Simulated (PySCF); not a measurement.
Simulated outer-valence photoelectron spectrum of `BC[SiH3]`. Method: EOM-IP-CCSD/aug-cc-pVDZ in PySCF, restricted Hartree–Fock reference, frozen core, non-relativistic, gas phase, PBE0-D3(BJ)/def2-SVP geometry.

Each root has a Gaussian of 0.6 eV full width with its one-hole share as area; cross sections and vibrations are left out, and the highest printed point is 100.

ionisation energy (eV), intensity and a bar:
```
     10.4          0 
     10.6          2 
     10.8          9 ###
     11.0         28 ########
     11.2         45 #############
     11.4         49 ###############
     11.6         59 ##################
     11.8         86 ##########################
     12.0        100 ##############################
     12.2         85 ##########################
     12.4         57 #################
     12.6         31 #########
     12.8         25 ########
     13.0         38 ###########
     13.2         42 #############
     13.4         26 ########
     13.6          9 ###
     13.8          2 
     14.0          0 
     14.2          0 
     14.4          2 
     14.6          9 ###
     14.8         27 ########
     15.0         42 #############
     15.2         36 ###########
     15.4         16 #####
     15.6          4 #
     15.8          1 
     16.0          0 
     16.2          2 #
     16.4         10 ###
     16.6         28 ########
     16.8         42 #############
     17.0         36 ###########
     17.2         26 ########
     17.4         32 ##########
     17.6         40 ############
     17.8         29 #########
     18.0         12 ###
     18.2          3 #
     18.4          0
```

Problem. Where are the maxima, and how many lines lie under the curve?

Solution. 5 maxima, at 12.0, 13.1, 15.0, 16.8 and 17.6 eV, from 8 lines. At this width some lines have no maximum of their own.

Problem. List the lines with their holes.

Solution. 
```csv
E (eV),leading hole (HF orbital),area,Koopmans (eV)
11.25,HOMO,0.95,12.00
11.85,HOMO-1,0.95,12.54
11.98,HOMO-2,0.95,12.68
12.32,HOMO-3,0.95,12.97
13.14,HOMO-4,0.94,14.04
15.04,HOMO-5,0.94,16.12
16.83,HOMO-6,0.91,18.20
17.60,HOMO-7,0.87,19.20
```

The widest gap, 1.90 eV, lies between 13.14 and 15.04 eV. Only orbitals with −ε under 21 eV, eight at most, were ionised, so the high end of the curve may lack lines.

Hardware: Arm Neoverse N1, one thread, shared host with 64 logical CPUs at a one-minute load of 18. Cost: 2.1 min of wall time, 2.4 GiB resident at most.

One conformer stands for the species.
